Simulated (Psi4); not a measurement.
Reaction (SMILES): OCl (OH-Cl) + H+ → [OH2+]Cl
B3LYP-D3(BJ)/def2-TZVP geometries, fixed; electronic energies without zero-point terms; positive where energy is released.

Basis-set convergence of the proton affinity at HF with Psi4. Cartesian d functions, on some or all atoms, in 6-31G**; all else is spherical. Density fitting with the program's default auxiliary sets. Psi4's default fitting sets serve the pcseg sets less well. The proton sits at the site shown, which need not be the one that binds it best. No added dispersion term, no relativity. Functions are those of the species that has most. Reference: the value in aug-cc-pV(Q+d)Z, 163.35 kcal/mol, itself unsure by roughly 0.12 kcal/mol (its mean distance from def2-QZVPPD, def2-QZVPP, cc-pV(Q+d)Z). Deviations are taken from unrounded values.

```json
[
 {"basis": "3-21G", "functions": "26", "proton affinity (kcal/mol)": "169.23", "minus reference (kcal/mol)": "5.87"},
 {"basis": "def2-SV(P)", "functions": "36", "proton affinity (kcal/mol)": "158.21", "minus reference (kcal/mol)": "-5.14"},
 {"basis": "6-31G**", "functions": "44", "proton affinity (kcal/mol)": "164.32", "minus reference (kcal/mol)": "0.97"},
 {"basis": "cc-pV(D+d)Z", "functions": "47", "proton affinity (kcal/mol)": "163.24", "minus reference (kcal/mol)": "-0.12"},
 {"basis": "aug-pcseg-1", "functions": "68", "proton affinity (kcal/mol)": "160.43", "minus reference (kcal/mol)": "-2.92"},
 {"basis": "aug-cc-pV(D+d)Z", "functions": "73", "proton affinity (kcal/mol)": "161.56", "minus reference (kcal/mol)": "-1.79"},
 {"basis": "def2-TZVPP", "functions": "101", "proton affinity (kcal/mol)": "163.49", "minus reference (kcal/mol)": "0.13"},
 {"basis": "def2-TZVPD", "functions": "104", "proton affinity (kcal/mol)": "162.45", "minus reference (kcal/mol)": "-0.91"},
 {"basis": "aug-pcseg-2", "functions": "142", "proton affinity (kcal/mol)": "163.38", "minus reference (kcal/mol)": "0.03"}
]
```
